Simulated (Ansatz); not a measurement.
**Al₂HCl+ (doublet): from Hartree-Fock to the top rungs, cc-pVDZ**

How much of the correlation energy of Al₂HCl+ (doublet) does each wave-function method recover here?

Method: cc-pVDZ, core rule «outside noble gas», up to 15 orbitals frozen; program: Ansatz 0.2.0, Gaussian basis.

Plan: UHF; CCSD(T) on ROHF; CCSD(T) on UHF; BCCD(T) on ROHF; CISD; CCSDT(Q) on ROHF; CCSDT(Q) on UHF; CASSCF and MRCISD+Q, 9 electrons in 9 orbitals; CASSCF and NEVPT2, 9 electrons in 9 orbitals.

14 further runs of the same task are left out: 3 that didn't finish, 11 set aside as unsound or not needed.

## (1) The system

The geometry is a PBE0/def2-TZVP stationary point (not a proven minimum) of the parent state, kept for this charge and spin.

4 atoms, charge 1, spin multiplicity 2.

Atoms are counted from 1 here; the program's logs count them from 0.

Bond lengths: Al1–Al2 2.540 Å, Al2–Cl3 2.112 Å, Al2–H4 1.583 Å. Angles: Al1–Al2–Cl3 115.3°, Al1–Al2–H4 123.6°, Cl3–Al2–H4 121.1°.

Coordinates:

| atom | x (Å) | y (Å) | z (Å) |
| --- | --- | --- | --- |
| Al1 | 0.0000 | -0.3948 | 2.2333 |
| Al2 | 0.0000 | 0.8333 | 0.0097 |
| Cl3 | 0.0000 | -0.4023 | -1.7036 |
| H4 | 0.0000 | 2.4107 | -0.1201 |

## (2) UHF

File in.yaml:

```yaml
crystal:
  periodic: [false, false, false]
  atoms:
    - {symbol: Al, position_ang: [0.000000, -0.394814, 2.233308]}
    - {symbol: Al, position_ang: [0.000000, 0.833312, 0.009660]}
    - {symbol: Cl, position_ang: [0.000000, -0.402256, -1.703598]}
    - {symbol: H, position_ang: [0.000000, 2.410685, -0.120119]}
basis:
  gaussian: {orbitals: cc-pVDZ}
total_charge: 1
magnetization: {spin_polarized: true, initial_magnetization: 1}
hamiltonian: {xc: hf}
output: {orbitals: {seedname: orbitals}}
```

Command:

```
ansatz run in.yaml --threads 1 --pin off --events-out ev --progress --plain --max-ram 2393MiB
```

Further steps of the session: CCSD(T) on ROHF; CCSD(T) on UHF; BCCD(T) on ROHF; CISD; CCSDT(Q) on ROHF; CCSDT(Q) on UHF; CASSCF and MRCISD+Q, 9 electrons in 9 orbitals; CASSCF and NEVPT2, 9 electrons in 9 orbitals.

Before running them: what should the planned runs give, taken together? Wanted: UCCSDT(Q) below the RHF energy; RMP2 from UCCSDT(Q); UMP2 from UCCSDT(Q); RCCSD from UCCSDT(Q); RCCSD(T) from UCCSDT(Q); UCCSD(T) from UCCSDT(Q); RCCSDT(Q) from UCCSDT(Q); T1 diagnostic.

The runs gave:

| quantity | value |
| --- | --- |
| UCCSDT(Q) below the RHF energy | -7.0255 eV |
| RMP2 from UCCSDT(Q) | +27.37 kcal/mol |
| UMP2 from UCCSDT(Q) | +27.02 kcal/mol |
| RCCSD from UCCSDT(Q) | +4.91 kcal/mol |
| RCCSD(T) from UCCSDT(Q) | +1.00 kcal/mol |
| UCCSD(T) from UCCSDT(Q) | +0.99 kcal/mol |
| RCCSDT(Q) from UCCSDT(Q) | +0.04 kcal/mol |
| levels within 1 kcal/mol (43 meV) | RCCSD(T), UCCSD(T), BCCD(T), RCCSDT, UCCSDT, RCCSDT(Q) |
| T1 diagnostic | 0.030 |

**Reading.** RCCSD(T) lands +1.00 kcal/mol from the yardstick (0.6 % of the correlation energy). These misses are within one basis, not against nature; the frozen cores of restricted and unrestricted runs differ, which can shift their rows.
